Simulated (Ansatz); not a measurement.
Geometry optimisation, Ansatz 0.2.0, RKS PBE0/cc-pVDZ.

input.yaml

```yaml
crystal:
  periodic: [false, false, false]
  atoms:
    - { symbol: Si, position_ang: [0.0, 0.0, 0.0] }
    - { symbol: H, position_ang: [0.9994, 0.0, 1.3254] }
    - { symbol: H, position_ang: [1.5827, 0.0, 0.5009] }
    - { symbol: H, position_ang: [-0.6877, 1.1914, -0.4862] }
    - { symbol: C, position_ang: [-0.8808, -1.5259, -0.6227] }
    - { symbol: H, position_ang: [-1.3804, -2.0377, 0.2261] }
    - { symbol: H, position_ang: [-1.6409, -1.2332, -1.3768] }
    - { symbol: H, position_ang: [-0.1449, -2.2146, -1.0879] }
basis:
  gaussian: { orbitals: cc-pVDZ }
hamiltonian:
  xc: pbe0
relax:
  f_tol: 0.15
  max_steps: 25
  restrain:
    - { distance: [1, 2], at: 1.86, k: 30.0 }
    - { distance: [0, 1], at: 1.46, k: 30.0 }
    - { distance: [0, 2], at: 1.46, k: 30.0 }
output:
  orbitals: {}
```

Command:

```bash
$ ansatz run input.yaml --threads 1 --pin off --max-ram 2048MiB --backend cpu --events-out ev --progress --plain --runs-dir out
```

Question: Where does it end, and by what steps?

Answer: The forces met the threshold. The restraints hold the end off the free minimum; the threshold counts their pulls, which the force column leaves out. Restrained pairs: H2–H3 (1.01 → 1.91 Å), Si1–H2 (1.66 → 1.46 Å), Si1–H3 (1.66 → 1.46 Å). After 7 steps the energy has fallen by 3.107 eV (the restraints' own energy left out); H3 moved furthest, 0.84 Å.

| step | energy less start (eV) | largest force component (eV/Å) | accepted |
| --- | --- | --- | --- |
| 0 | 0.0000 | 3.058 | yes |
| 1 | -1.3066 | 2.808 | yes |
| 2 | -2.3924 | 1.992 | yes |
| 3 | -2.9971 | 1.435 | yes |
| 4 | -3.0774 | 1.485 | yes |
| 5 | -3.1118 | 1.516 | yes |
| 6 | -3.1157 | 1.404 | no |
| 7 | -3.1073 | 1.536 | yes |

```xyz
8
Properties=species:S:1:pos:R:3
Si 0.102 -0.020 0.101
H 0.731 -0.176 1.409
H 1.490 0.134 -0.319
H -0.686 1.251 -0.006
C -0.808 -1.523 -0.572
H -1.644 -1.793 0.083
H -1.209 -1.308 -1.573
H -0.129 -2.384 -0.645
```

Run time: 13 s on 1 thread of Arm Neoverse V2 (shared host), peak memory 0.11 GiB.
